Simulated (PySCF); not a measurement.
Gas-phase reaction: 6 C₃H₄ (propyne) ⇌ 2 C₆H₆ + 3 C₂H₄

Energies from PySCF, thermal terms from the rigid-rotor harmonic-oscillator model, ideal gas at 1 bar. 'Table' is the NASA 1993 thermochemical table (part measured, part estimated). † marks an energy on the PBE0/def2-TZVP geometry and frequencies; other levels use their own. MP2 freezes the core. 6-31G* has spherical d functions here. All species are closed-shell singlets. MP2 isn't extrapolated to the basis-set limit.

Levels: a) MP2/def2-SVP†; b) HF/6-31G*; c) PBE0/def2-SVP†; d) PBE/def2-SVP; e) PBE0/def2-TZVP.

Task: Order the levels by the distance of their ΔH°(298 K) from the table for this reaction, closest first.

Result: b (-13 kJ), a (-36 kJ), e (-87 kJ), d (-113 kJ), c (-144 kJ)

The table gives -784 kJ. The order holds for this reaction alone, and for the 1993 entries, some of which have been revised since.
